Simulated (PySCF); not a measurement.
O2S, SMILES O=S=O (connectivity only; charge and spin as stated), charge +1, multiplicity 2. Atoms are numbered in the order given.

```xyz
3

O      0.0000    -1.2979    -0.2852
S      0.0000     0.0000     0.2852
O      0.0000     1.2979    -0.2852
```
Charge +1, spin multiplicity 2.

Geometry: PBE0-D3(BJ)/def2-TZVP. The spin state was assumed, not searched.

The numbers are results of PBE0/def2-TZVPD (PySCF), not measurements.

Isolated molecule, no solvent.

| Quantity | Value |
|---|---|
| total energy | -547.96476 hartree |
| point group | C2v |
| α spin, highest occupied and lowest empty level | -18.92 and -11.99 eV |
| β spin, highest occupied and lowest empty level | -19.27 and -14.77 eV |
| dipole moment about the centre of nuclear charge | 1.26 D |
| mean static polarisability | 21.4 bohr³ (3.17 Å³) |
| polarisability, principal values | 15.0, 17.3, 32.0 bohr³ |
| ⟨S²⟩ | 0.758 (pure state 0.75) |
